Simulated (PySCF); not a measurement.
# What PySCF settings do for AlF

Base input, run as `OMP_NUM_THREADS=1 python input.py` with PySCF 2.14:

```python
from pyscf import gto, scf

mol = gto.M(
    atom='Al 0 0 0; F 0 0 1.466',
    basis='6-31+g*',
    charge=0,
    spin=0,
    symmetry=True,
    verbose=4,
)
mf = scf.RHF(mol)
mf.kernel()
mf.analyze()
print('orbital energies (hartree):', mf.mo_energy[..., max(0, mol.nelec[1]-3):mol.nelec[0]+3].round(4))
```

Base result: E(SCF) = -341.384410 Eh, 8 cycles, μz(SCF) = -0.33 D. Stability towards an unrestricted solution was not tested. The bond length is a typed value, not an optimised one.

Hardware: Arm Neoverse V1, 1 thread, shared host. Wall time 1 s, peak memory 0.12 GiB.

Each row names what differs from the base; energies in brackets are changes from the base.

| change | result | wall time (s) |
| --- | --- | --- |
| geometry: bond 1.466 → bond 1.642 | E(SCF) = -341.414317 Eh (-0.8138 eV), 8 cycles, μz(SCF) = -1.32 D | 0.96 |
| geometry: bond 1.466 → bond 25 [unsound on purpose] [stretched restricted solution, likely unstable] | E(SCF) = -341.090848 Eh (+7.9882 eV), 13 cycles, μz(SCF) = -120.05 D | 0.96 |
| charge: 0 → 2; SCF type: RHF → UHF [another spin of the ion may lie lower] | E(SCF) = -340.406853 Eh (+26.6007 eV), 10 cycles | 1.1 |
| density fitting: none → def2-universal-jkfit | E(SCF) = -341.384340 Eh (+0.0019 eV), 8 cycles, μz(SCF) = -0.33 D | 0.96 |
| PCM solvent, dielectric constant: none → 20.5 | E(SCF) = -341.390240 Eh (-0.1587 eV), 8 cycles, μz(SCF) = -0.15 D | 2.2 |
| charge: 0 → 1; spin (2S): 0 → 1; SCF type: RHF → UHF [another spin of the ion may lie lower] | E(SCF) = -341.080691 Eh (+8.2646 eV), 10 cycles, ⟨S²⟩ = 0.751 | 1 |
| electric field along z (a.u.): none → -0.01; point-group symmetry: on → off | E(SCF) = -341.387328 Eh (-0.0794 eV), 8 cycles, μz(SCF) = -1.15 D | 0.98 |
| electric field along z (a.u.): none → 0.005; point-group symmetry: on → off | E(SCF) = -341.384157 Eh (+0.0069 eV), 8 cycles, μz(SCF) = 0.08 D | 1 |
| basis set: 6-31+g* → pcseg-1 | E(SCF) = -341.338652 Eh (+1.2451 eV), 8 cycles, μz(SCF) = -0.33 D | 0.93 |
| level shift (hartree): none → -0.2 [unsound on purpose] [may be another electronic state] | not converged: SCF after 50 cycles | 1.2 |
| geometry: bond 1.466 → bond 4.398 [stretched restricted solution, likely unstable] | E(SCF) = -341.194340 Eh (+5.1721 eV), 10 cycles, μz(SCF) = -19.69 D | 0.98 |
| Cartesian functions: off → on | E(SCF) = -341.386395 Eh (-0.0540 eV), 8 cycles, μz(SCF) = -0.33 D | 0.96 |
| basis set: 6-31+g* → jorge-dzp-dkh; spin-free X2C: off → on | E(SCF) = -341.927413 Eh, 8 cycles, μz(SCF) = -0.63 D | 1.1 |
| DIIS space: default → 12 | E(SCF) = -341.384410 Eh (+0.0000 eV), 8 cycles, μz(SCF) = -0.33 D | 0.98 |
| functional: none (Hartree–Fock) → mn15l; SCF type: RHF → RKS | E(SCF) = -342.129353 Eh, 7 cycles, μz(SCF) = -0.26 D | 2 |
| geometry: bond 1.466 → bond 2.932 [stretched restricted solution, likely unstable] | E(SCF) = -341.271418 Eh (+3.0747 eV), 9 cycles, μz(SCF) = -10.64 D | 0.97 |
| step after the SCF: analyze → optimize | E(SCF) = -341.384410 Eh (+0.0000 eV), 8 cycles, all at the start geometry; optimised bond 1.668 Å with E = -341.414672 Eh after 6 steps | 4.4 |
| step after the SCF: analyze → tdhf; number of roots: default → 5 | E(SCF) = -341.384410 Eh (+0.0000 eV), 8 cycles, μz(SCF) = -0.33 D, first singlet excitations without spin–orbit coupling 5.28, 5.28, 6.49, 6.89, 7.98 eV | 1.6 |
| charge: 0 → -1; spin (2S): 0 → 1; SCF type: RHF → UHF | not converged: SCF after 50 cycles | 1.4 |

Task: Order these changes by how far they move the SCF energy from the base, largest first: (1) PCM solvent, dielectric constant: none → 20.5; (2) geometry: bond 1.466 → bond 1.642; (3) geometry: bond 1.466 → bond 2.932; (4) geometry: bond 1.466 → bond 4.398.

Result: (4) +5.1721 eV, (3) +3.0747 eV, (2) -0.8138 eV, (1) -0.1587 eV.
